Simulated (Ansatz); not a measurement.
Input for Ansatz (a quantum-chemistry and plane-wave program): R-wB97X-V/def2-TZVPPD on C2H9NO (a complex). Files ending in .json are basis or fitting sets from the Basis Set Exchange.

Ansatz 0.2 input:
```yaml
crystal:
  periodic: [false, false, false]
  atoms:
    - {symbol: N, position_ang: [-2.25462504, -0.47447589, -0.60498791]}
    - {symbol: H, position_ang: [-1.26422604, -0.68669089, -0.63306091]}
    - {symbol: H, position_ang: [-2.72961304, -1.36402289, -0.52815291]}
    - {symbol: C, position_ang: [-2.53695604, 0.32727611, 0.58324609]}
    - {symbol: H, position_ang: [-3.60280104, 0.54158411, 0.63303409]}
    - {symbol: H, position_ang: [-2.24196404, -0.12638489, 1.53521809]}
    - {symbol: H, position_ang: [-2.02418004, 1.28369711, 0.49881809]}
    - {symbol: O, position_ang: [2.11099496, -0.36485789, -0.48047091]}
    - {symbol: H, position_ang: [2.39302096, 0.00509011, -1.32033491]}
    - {symbol: C, position_ang: [2.49690896, 0.54672611, 0.53896609]}
    - {symbol: H, position_ang: [2.17372596, 0.11709311, 1.48203209]}
    - {symbol: H, position_ang: [3.57796396, 0.68580911, 0.57800509]}
    - {symbol: H, position_ang: [2.01843496, 1.52032411, 0.42378909]}
basis:
  gaussian:
    orbitals: def2-TZVPPD.json
hamiltonian:
  xc: {name: wB97X-V}
scf: {lower_state_search: off}
```

It printed:

```
WARN ansatz: RAYON_NUM_THREADS=1 ignored (pool sized by the plan → 1); use --threads N
Functional definition: wB97X-V
these checks for a lower state are left out or cut short: stability, starts, cluster_reference, orbital_swaps, neighbouring_geometries, increment
integrals: 0.25 GiB planned
1242 factors; their error is unknown
integrals: 0.28 GiB planned
419 factors; integrals over basis functions are off by at most 2.0e-5 eV
mean field: 1.64 GiB planned
mean field evaluation 1: about -5751.8695 eV, gradient 5.7e1 eV
mean field evaluation 2: about -5753.0608 eV, gradient 5.4e1 eV
mean field evaluation 4: about -5757.9972 eV, gradient 2.0e0 eV
mean field evaluation 8: about -5758.0145 eV, gradient 3.7e-2 eV
mean field evaluation 16: about -5757.9892 eV, gradient 8.3e-5 eV
mean field -5757.98915938 eV, -211.6021987022 hartree, gradient 2.3e-6 eV, S^2 0.000000; 0 other end points of the search recorded, 0 dependent functions left out
reference -5757.98915669 eV, -211.6021986032 hartree; 18, 18 occupied and 286, 286 virtual orbitals, 1242 factors
Total energy: -5757.98915669 eV, -211.6021986032 hartree
Checks for a lower state left out: stability, starts, cluster_reference, orbital_swaps, neighbouring_geometries, increment
```

The calculation finished and met its thresholds.

Cost: roughly 18 core-seconds.
